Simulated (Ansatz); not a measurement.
# Al₂N (doublet): wave-function methods side by side, cc-pVTZ

The task here is to estimate one member of a computed series from the others.

Computed with Ansatz 0.2.0, Gaussian basis. Level: cc-pVTZ, core rule «outside noble gas», up to 11 orbitals frozen.

The runs, in order: UHF; CCSD(T) on ROHF; CCSD(T) on UHF; BCCD(T) on ROHF; CCSDT(Q) on ROHF; CCSDT(Q) on UHF; CASSCF and NEVPT2, 11 electrons in 12 orbitals.

7 further runs of the same task are left out: 4 for a known fault of the program, 3 set aside as unsound or not needed.

## What is computed

The geometry is a PBE0/def2-TZVP stationary point (not a proven minimum).

3 atoms, charge 0, spin multiplicity 2.

Atoms are counted from 1 here; the program's logs count them from 0.

Bond lengths: Al1–N2 1.714 Å, N2–Al3 1.714 Å. Angles: Al1–N2–Al3 180.0°.

Set-up of the first run:

Contents of in.yaml:

```yaml
crystal:
  periodic: [false, false, false]
  atoms:
    - {symbol: Al, position_ang: [0.000000, 0.000000, 1.714500]}
    - {symbol: N, position_ang: [0.000000, 0.000000, 0.000000]}
    - {symbol: Al, position_ang: [0.000000, 0.000000, -1.714500]}
basis:
  gaussian: {orbitals: cc-pVTZ}
magnetization: {spin_polarized: true, initial_magnetization: 1}
hamiltonian: {xc: hf}
output: {orbitals: {seedname: orbitals}}
```

Started as:

```sh
> ansatz run in.yaml --threads 1 --pin off --events-out ev --progress --plain --max-ram 4096MiB --backend cpu
```

Steps of the session up to this table: UHF; CCSD(T) on ROHF; CCSD(T) on UHF; BCCD(T) on ROHF; CCSDT(Q) on ROHF; CCSDT(Q) on UHF; CASSCF and NEVPT2, 11 electrons in 12 orbitals.

One table of the session follows, with a row left open; its other results are not shown here.

| method | from RCCSDT(Q) (kJ/mol) |
| --- | --- |
| RMP2 | +72.9 |
| UMP2 | +92.2 |
| RCCSD | +69.3 |
| UCCSD | +67.4 |
| RCCSD(T) | +7.2 |
| UCCSD(T) | +8.5 |
| BCCD(T) | +7.1 |
| RCCSDT | ? |
| UCCSDT | +6.5 |
| RCCSDT(Q) | 0 |
| UCCSDT(Q) | -1.1 |
| CASSCF valence | +517.9 |
| NEVPT2 valence | +126.0 |

**Question.** Estimate the row for RCCSDT.

As computed: from RCCSDT(Q) (kJ/mol): +6.8. In the column «from RCCSDT(Q) (kJ/mol)» it lies between UCCSDT (+6.5) and BCCD(T) (+7.1).

Left out of the table: ROHF, UHF (another determinant or state than the rows shown).

Limits of these values: The report flags that the cluster equations may have other roots. The program flags RCCSD(T), BCCD(T), RCCSDT(Q) as in doubt, so the zero of the table is itself unsure. Warnings: spin contamination; coupled cluster took another determinant than the lowest. Restricted and unrestricted rows rest on different reference determinants; where their highest levels disagree by more than a few hundredths of an eV, they describe different states and don't form one ladder.
